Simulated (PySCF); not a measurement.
# C3H3F: the cost of one run

The runs use PySCF 2.14.0, with density-fitted response routines of our own; the level of theory stands in each step. All values are computed, except where a source is named. Atoms count from 0, in the outputs and in this text.

### Step 1. Starting geometry

7 atoms, charge 0, multiplicity 1; geometry from: PBE0-D3(BJ)/def2-SVP.

Bonds of the start (Å): F0–C1 1.30, C1–C2 1.29, C2–C3 1.54, C3–C1 1.47, C2–H4 1.08, C3–H5 1.10, C3–H6 1.10.

### Step 2. Spin-spin couplings: B3LYP/def2-TZVP

The job: settings as JSON, then the geometry in Å.

```
{"job": {"kind": "j", "xc": "B3LYP", "basis": "def2-TZVP"}, "charge": 0, "multiplicity": 1}
F     -0.512073     2.046432    -0.130295
C     -0.316875     0.758637    -0.057797
C     -0.812781    -0.430993    -0.033141
C      0.721768    -0.271719     0.043767
H     -1.620745    -1.154417    -0.041322
H      1.336619    -0.533080    -0.833466
H      1.234528    -0.453648     1.002905
```

With the program's defaults for keys left out, this is: B3LYP/def2-TZVP indirect spin-spin coupling, non-relativistic, gas phase.

The run is started by

```
$ OMP_NUM_THREADS=1 python probes_run.py task.json out
```

One launch serves the whole session: the jobs run in the order shown.

Q: Estimate the wall time and peak memory of this first job on 1 thread of Arm Neoverse V2, shared host.

About 7.7 s, with a peak of 0.54 GiB.
